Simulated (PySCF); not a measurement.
# BF2H (Difluoroborane): the cost of one run

The runs use PySCF 2.14.0, with density-fitted response routines of our own; the level of theory stands in each step. All values are computed, except where a source is named. Atoms are numbered from 0 throughout.

## (1) The starting structure

4 atoms, charge 0, multiplicity 1; geometry from: GFN2-xTB. The atoms were then displaced at random by about 0.03 Å, so the start is not that level's minimum.

Bonds of the start (Å): F0–B1 1.32, B1–F2 1.33, B1–H3 1.28.

## (2) Optimising the geometry at PBE0-D3(BJ)/def2-SVP

Job settings and geometry (Å):

```
{"job": {"xc": "PBE0", "basis": "def2-SVP", "d3": "d3bj", "grid": 1, "shake": 0.03, "kind": "geom"}, "charge": 0, "multiplicity": 1}
F     -0.582090    -1.175310     0.005260
B      0.043160    -0.011920    -0.019300
F     -0.684630     1.107110    -0.025970
H      1.327320    -0.000770    -0.036170
```

Launch:

```bash
OMP_NUM_THREADS=1 python probes_run.py task.json out
```

One launch serves the whole session: the jobs run in the order shown.

**Question.** How long does this first job take on 1 thread of Intel Xeon Platinum 8488C, shared host, and how much memory does it need?

About 3.8 s, with a peak of 0.25 GiB.
